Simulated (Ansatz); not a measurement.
# CHB (triplet): the correlation ladder at distance B1–C2 = 1.504 Å, cc-pVDZ

How much of the correlation energy of CHB (triplet) does each wave-function method recover here?

Computed with Ansatz 0.2.0, Gaussian basis. Level: cc-pVDZ, core rule «outside noble gas», up to 2 orbitals frozen.

The runs, in order: UHF; CCSD(T) on ROHF; CCSD(T) on UHF; BCCD(T) on ROHF; CISD; CCSDT(Q) on ROHF; CCSDT(Q) on UHF; CASSCF and MRCISD+Q, 4 electrons in 4 orbitals; CASSCF and NEVPT2, 4 electrons in 4 orbitals; CASSCF and MRCISD+Q, 8 electrons in 9 orbitals; CASSCF and NEVPT2, 8 electrons in 9 orbitals.

12 further runs of the same task are left out: 1 for a known fault of the program, 8 that didn't finish, 3 set aside as unsound or not needed.

### 1 The system

The geometry derives from a PBE0/def2-TZVP stationary point (not a proven minimum). One bond is set to the value named and the two fragments are kept rigid.

3 atoms, charge 0, spin multiplicity 3.

Atoms are counted from 1 here; the program's logs count them from 0.

Bond lengths: B1–C2 1.504 Å, C2–H3 1.071 Å. Angles: B1–C2–H3 180.0°.

Geometry (Å):

```xyz
3

B     0.00000    0.00000    1.35960
C     0.00000    0.00000   -0.14440
H     0.00000    0.00000   -1.21520
```

### 2 UHF

Input file in.yaml:

```yaml
crystal:
  periodic: [false, false, false]
  atoms:
    - {symbol: B, position_ang: [0.000000, 0.000000, 1.359601]}
    - {symbol: C, position_ang: [0.000000, 0.000000, -0.144399]}
    - {symbol: H, position_ang: [0.000000, 0.000000, -1.215201]}
basis:
  gaussian: {orbitals: cc-pVDZ}
magnetization: {spin_polarized: true, initial_magnetization: 2}
hamiltonian: {xc: hf}
output: {orbitals: {seedname: orbitals}}
```

Launch:

```sh
> ansatz run in.yaml --threads 1 --pin off --events-out ev --progress --plain --max-ram 2393MiB
```

The runs that follow: CCSD(T) on ROHF; CCSD(T) on UHF; BCCD(T) on ROHF; CISD; CCSDT(Q) on ROHF; CCSDT(Q) on UHF; CASSCF and MRCISD+Q, 4 electrons in 4 orbitals; CASSCF and NEVPT2, 4 electrons in 4 orbitals; CASSCF and MRCISD+Q, 8 electrons in 9 orbitals; CASSCF and NEVPT2, 8 electrons in 9 orbitals.

Before running them: what should the planned runs give, taken together? Wanted: UCCSDT(Q) below the RHF energy; RMP2 from UCCSDT(Q); UMP2 from UCCSDT(Q); RCCSD from UCCSDT(Q); RCCSD(T) from UCCSDT(Q); UCCSD(T) from UCCSDT(Q); RCCSDT(Q) from UCCSDT(Q); NEVPT2 pair from UCCSDT(Q); MRCISD+Q pair from UCCSDT(Q).

**Answer**, as computed:

```
                         quantity                                        value
   UCCSDT(Q) below the RHF energy                                   -5.3914 eV
              RMP2 from UCCSDT(Q)                              +21.75 kcal/mol
              UMP2 from UCCSDT(Q)                              +29.19 kcal/mol
             RCCSD from UCCSDT(Q)                               +7.17 kcal/mol
          RCCSD(T) from UCCSDT(Q)                               +1.49 kcal/mol
          UCCSD(T) from UCCSDT(Q)                               +1.91 kcal/mol
         RCCSDT(Q) from UCCSDT(Q)                               +0.07 kcal/mol
       NEVPT2 pair from UCCSDT(Q)                              +20.38 kcal/mol
     MRCISD+Q pair from UCCSDT(Q)                               +2.24 kcal/mol
    NEVPT2 valence from UCCSDT(Q)                              +14.31 kcal/mol
levels within 1 kcal/mol (43 meV)  RCCSDT, UCCSDT, RCCSDT(Q), MRCISD+Q valence
                    T1 diagnostic                                        0.028
   effectively unpaired electrons                                         2.08
```

What this shows: RCCSD(T) misses by +1.49 kcal/mol, 1.2 % of the correlation energy. One determinant dominates. Of the multireference levels listed MRCISD+Q valence comes nearest in total energy (+0.31 kcal/mol), which doesn't show that its space is the better one. Coupled cluster took another determinant than the lowest Hartree-Fock one. These misses are within one basis, not against nature; the frozen cores of restricted and unrestricted runs differ, which can shift their rows.
